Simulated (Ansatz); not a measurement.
# H4S2Si: the cost of one run

Computed with Ansatz 0.2.0, Gaussian basis. Level: the settings change from run to run.

## (1) The relaxed structure

The structure was relaxed beforehand with PBE0-D4 in a triple-zeta def2 set.

7 atoms, charge 0, spin multiplicity 1.

Atoms are counted from 1 here; the program's logs count them from 0.

Bond lengths: Si1–S2 2.143 Å, Si1–H4 1.482 Å, Si1–H5 1.484 Å, Si1–H6 1.487 Å, S2–S3 2.065 Å, S3–H7 1.346 Å. Angles: S2–Si1–H4 110.2°, S2–Si1–H5 110.0°, S2–Si1–H6 106.0°, H4–Si1–H5 109.8°, H4–Si1–H6 110.5°, H5–Si1–H6 110.2°, Si1–S2–S3 97.1°, S2–S3–H7 98.0°.

## (2) r2SCAN50/cc-pVTZ-DK

Options: coordinates scaled by 1.05.

File in.yaml:

```yaml
crystal:
  periodic: [false, false, false]
  atoms:
    - {symbol: Si, position_ang: [-0.866702, 0.552059, -0.216340]}
    - {symbol: S, position_ang: [0.442382, -0.083036, 1.500749]}
    - {symbol: S, position_ang: [1.453043, -1.708284, 0.481839]}
    - {symbol: H, position_ang: [-1.761735, -0.634529, -0.678632]}
    - {symbol: H, position_ang: [0.014079, 1.043176, -1.404381]}
    - {symbol: H, position_ang: [-1.745960, 1.723815, 0.322989]}
    - {symbol: H, position_ang: [2.529256, -0.964602, -0.054105]}
basis:
  gaussian: {orbitals: cc-pVTZ-DK}
hamiltonian: {xc: {name: r2SCAN50}}
```

Launch:

```sh
> ansatz run in.yaml --threads 2 --pin off --events-out ev --progress --plain --max-ram 4352MiB
```

Q: Estimate wall time and peak memory on 2 threads of Arm Neoverse V1, shared host.

About 4.4 s, with a peak of 0.28 GiB.
